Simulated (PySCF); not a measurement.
# C2F2 (difluoroacetylene): the cost of one run

Programs: PySCF 2.14.0, with density-fitted response routines of our own. Each step states its level of theory. These are calculated values for one molecule, in the gas phase or a continuum, unless marked as measured. Atoms are numbered from 0 throughout.

## 1. Starting geometry

4 atoms, charge 0, multiplicity 1; geometry from: GFN2-xTB. The atoms were then displaced at random by about 0.01 Å, so the start is not that level's minimum.

Bonds of the start (Å): F0–C1 1.26, C1–C2 1.18, C2–F3 1.33.

## 2. Geometry optimisation at PBE0-D3(BJ)/def2-TZVP

What the job is given:

```
{"job": {"xc": "PBE0", "basis": "def2-TZVP", "d3": "d3bj", "grid": 2, "shake": 0.01, "kind": "geom"}, "charge": 0, "multiplicity": 1}
F     -1.734170    -0.072370     0.942000
C     -0.596940    -0.000960     0.393820
C      0.576040    -0.005000     0.228460
F      1.793070     0.052950    -0.307730
```

Launch:

```bash
OMP_NUM_THREADS=1 python probes_run.py task.json out
```

One launch serves the whole session: the jobs run in the order shown.

**Question.** How long does this first job take on 1 thread of Arm Neoverse N1, shared host, and how much memory does it need?

About 42 s, with a peak of 0.45 GiB.
